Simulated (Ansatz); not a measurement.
# hcp Tc: elastic constant C44 by level of theory

No measured value is used here.

```csv
level (code),value (GPa),cell (Å³/atom)
LDA (Ansatz),155,13.77
PBE (Ansatz),(withheld),14.44
PBEsol (Ansatz),149,14.00
r²SCAN (Ansatz),140,14.20
```

Task: Complete the blanks.

Result: 
- PBE (Ansatz, an electronic-structure program), value (GPa): 137

Each level is taken at its own relaxed cell. Cutoffs differ between the levels. Ansatz's density-functional and Hartree–Fock values are scalar-relativistic unless marked +SOC, with PAW data made under PBE.
